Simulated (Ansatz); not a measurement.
`C/C=C\C=O` and `C/C=C/CF` differ in one atom or group (the configuration at the double bond changes too).

Ansatz, PBE0-D4/def2-TZVP geometries, multiplicity 1. Each molecule was computed in one conformer, which needn't be the lowest.

```
                                                                                  property  `C/C=C\C=O`
                                          size of the dipole moment (B3LYP/def2-TZVPP) / D         4.02
                                                         HOMO energy (PBE/def2-TZVPP) / eV        -5.65
                                                        HOMO energy (PBE0/def2-TZVPP) / eV        -7.31
ideal-gas entropy at 298 K and 1 bar (rigid rotor, harmonic PBE0-D4/def2-TZVP) / J/(mol·K)          313
                                        size of the dipole moment (ωB97M-V/def2-TZVPP) / D         3.94
                                                       LUMO energy (B3LYP/def2-TZVPP) / eV        -1.91
```

Task: Give the same properties after the change, and the shifts. (Estimate.)

Result: Computed: 
```tsv
property	`C/C=C/CF`	shift
size of the dipole moment (B3LYP/def2-TZVPP) / D	1.65	-2.37
HOMO energy (PBE/def2-TZVPP) / eV	-6.05	-0.40
HOMO energy (PBE0/def2-TZVPP) / eV	-7.19	0.12
ideal-gas entropy at 298 K and 1 bar (rigid rotor, harmonic PBE0-D4/def2-TZVP) / J/(mol·K)	317	4
size of the dipole moment (ωB97M-V/def2-TZVPP) / D	1.64	-2.30
LUMO energy (B3LYP/def2-TZVPP) / eV	0.24	2.15
```

With PBE0 the HOMO rises by 0.12 eV and the LUMO rises by 2.17 eV, so the gap widens by about 2.05 eV. PBE moves the HOMO by -0.40 eV and ωB97M-V by 0.33 eV. The zero-point energy changes by 29.7 kJ/mol with +3 modes. Dipoles are sizes alone; their direction can turn.

Positive LUMOs are unbound, so they and the gaps depend on the basis.

B3LYP here is the variant with VWN-RPA as its local correlation; programs differ in this.
